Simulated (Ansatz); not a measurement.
Consider the hydrogenolysis of a C–F bond: `F/C=C1\CCS1` + H₂ → `C=C1CCS1` + H–F.

Calculated with Ansatz (gas phase, PBE0-D4/def2-TZVP geometries, no zero-point term in ΔE). CCSD(T)/CBS is the MP2 limit (def2-TZVPP, def2-QZVPP) plus CCSD(T) − MP2 in def2-TZVPP, frozen cores. This one scheme is used for every species. Functionals use def2-TZVPP. B3LYP here is the variant with VWN-RPA as its local correlation; programs differ in this. HSE06 is defined as in plane-wave codes.

| level | ΔE (kJ/mol) | difference from CCSD(T)/CBS |
| --- | --- | --- |
| LDA (SPW92) | -93.2 | 21.2 |
| PBE-D4 | -95.8 | 18.6 |
| BLYP-D4 | -92.4 | 22.0 |
| B97M-V | -99.9 | 14.5 |
| PBE0-D4 | -104.6 | 9.8 |
| B3LYP-D4 | -99.7 | 14.7 |
| r2SCAN0-D4 | -105.3 | 9.1 |
| HSE06-D4 | -104.6 | 9.8 |
| BHLYP-D4 | -106.6 | 7.8 |
| CAM-B3LYP-D4 | -99.1 | 15.3 |
| ωB97X-V | -98.1 | 16.3 |
| ωB97M-V | -101.4 | 13.0 |
| B2PLYP | -106.3 | 8.1 |
| PBE-QIDH | -112.7 | 1.7 |
| PBE | -96.5 | 17.9 |
| revPBE | -97.5 | 16.9 |
| BLYP | -93.9 | 20.5 |
| r2SCAN | -97.7 | 16.7 |
| PBE0 | -105.2 | 9.2 |
| B3LYP | -100.8 | 13.6 |
| r2SCANh | -101.1 | 13.3 |
| r2SCAN0 | -105.6 | 8.8 |
| HSE06 | -105.3 | 9.1 |
| BHLYP | -107.4 | 7.0 |
| CAM-B3LYP | -99.8 | 14.6 |
| LC-ωPBE | -103.0 | 11.4 |
| RPA@PBE/def2-TZVPP | -102.7 | 11.7 |
| HF/def2-SVP | -104.5 | 9.9 |
| MP2/def2-SVP | -100.6 | 13.8 |
| CCSD/def2-SVP | -98.5 | 15.9 |
| CCSD(T)/def2-SVP | -95.3 | 19.1 |
| HF/def2-TZVPP | -112.8 | 1.6 |
| MP2/def2-TZVPP | -117.4 | -3.0 |
| CCSD/def2-TZVPP | -113.3 | 1.1 |
| CCSD(T)/def2-TZVPP | -110.5 | 3.9 |
| HF/def2-QZVPP | -113.0 | 1.4 |
| MP2/def2-QZVPP | -119.7 | -5.3 |
| HF/CBS(def2) | -113.0 | 1.4 |
| MP2/CBS(def2) | -121.3 | -6.9 |
| CCSD/CBS(def2) | -117.2 | -2.8 |
| CCSD(T)/CBS | -114.4 | 0 |

What do rigid-rotor, harmonic-oscillator terms from PBE0-D4/def2-TZVP frequencies (298.15 K, 1 bar) make of the CCSD(T)/CBS value? (Estimate.)

Computed: ΔZPE = +17.2 kJ/mol, ΔH = -99.3 kJ/mol, ΔS = 21 J/(mol·K), ΔG = -105.6 kJ/mol.

Largest T1 diagnostic among the species: 0.012.

From BLYP to BHLYP (50 % exact exchange), in def2-TZVPP and without D4, ΔE moves by −13.5 kJ/mol. At CCSD(T), def2-SVP lies +19.1 kJ/mol from the extrapolated value and def2-TZVPP +3.9 kJ/mol. Leaving LDA and LC-ωPBE aside and taking each functional with its dispersion term where it has one, the values spread over 20.3 kJ/mol, from PBE-QIDH to BLYP-D4. LDA lies +3.2 kJ/mol from PBE without D4.
